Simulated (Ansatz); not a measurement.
**CH₆NSi+: functionals against CCSD(T) at one geometry**

An exercise on one series of results from a longer session: the logs are not shown, and one member is left open.

Method: single points in def2-TZVPP; program: Ansatz 0.2.0, Gaussian basis.

Correlated methods freeze the cores.

### Starting geometry

SMILES `[NH2+]=C[SiH3]`, 9 atoms, charge 1, spin multiplicity 1.

Atoms are counted from 1 here; the program's logs count them from 0.

Bond lengths: N1–C2 1.329 Å, N1–H4 0.999 Å, N1–H5 0.999 Å, C2–Si3 1.958 Å, C2–H6 1.070 Å, Si3–H7 1.502 Å, Si3–H8 1.441 Å, Si3–H9 1.434 Å. Angles: C2–N1–H4 124.1°, C2–N1–H5 112.7°, H4–N1–H5 123.0°, N1–C2–Si3 120.9°, N1–C2–H6 119.1°, Si3–C2–H6 119.7°, C2–Si3–H7 99.6°, C2–Si3–H8 103.6°, C2–Si3–H9 100.2°, H7–Si3–H8 107.7°, H7–Si3–H9 113.3°, H8–Si3–H9 127.8°.

Coordinates:

```xyz
9

N    -0.83850    0.69630   -1.04970
C    -0.02040    0.72300   -0.00300
Si    0.54730   -0.93320    0.87290
H    -1.09010   -0.13570   -1.54250
H    -1.11870    1.60900   -1.34360
H     0.25280    1.66680    0.42070
H     2.03700   -0.77220    0.77030
H     0.15340   -1.96010   -0.05780
H     0.04250   -0.70660    2.19620
```

The first run:

File run/in.yaml:

```yaml
crystal:
  periodic: [false, false, false]
  atoms:
    - {symbol: N, position_ang: [-0.838500, 0.696300, -1.049700]}
    - {symbol: C, position_ang: [-0.020400, 0.723000, -0.003000]}
    - {symbol: Si, position_ang: [0.547300, -0.933200, 0.872900]}
    - {symbol: H, position_ang: [-1.090100, -0.135700, -1.542500]}
    - {symbol: H, position_ang: [-1.118700, 1.609000, -1.343600]}
    - {symbol: H, position_ang: [0.252800, 1.666800, 0.420700]}
    - {symbol: H, position_ang: [2.037000, -0.772200, 0.770300]}
    - {symbol: H, position_ang: [0.153400, -1.960100, -0.057800]}
    - {symbol: H, position_ang: [0.042500, -0.706600, 2.196200]}
basis:
  gaussian: {orbitals: def2-TZVPP}
total_charge: 1
correlation: {method: ccsd_t}
output: {forces: true}
```

No record of the launch command was kept for these runs.

Steps of the session up to this table: CCSD(T)/def2-TZVPP; PBE0-D4/def2-TZVPP; wB97M-V/def2-TZVPP; r2SCAN-D4/def2-TZVPP; PBE-D4/def2-TZVPP; wB97X-V/def2-TZVPP; CAM-B3LYP-D4/def2-TZVPP.

One table of the session follows, with a row left open; its other results are not shown here.

| method | RMS force component (eV/Å) | angle to CCSD(T) forces (°) |
| --- | --- | --- |
| CCSD(T) | 1.123 | reference |
| PBE0-D4 | 1.258 | 6.0 |
| wB97M-V | 1.219 | 5.6 |
| r2SCAN-D4 | ? | ? |
| PBE-D4 | 1.181 | 8.1 |
| wB97X-V | 1.241 | 4.7 |
| CAM-B3LYP-D4 | 1.270 | 6.3 |

**Question.** Estimate the row for r2SCAN-D4.

As computed: RMS force component (eV/Å): 1.194; angle to CCSD(T) forces (°): 4.1. In the column «RMS force component (eV/Å)» it lies between PBE-D4 (1.181) and wB97M-V (1.219).
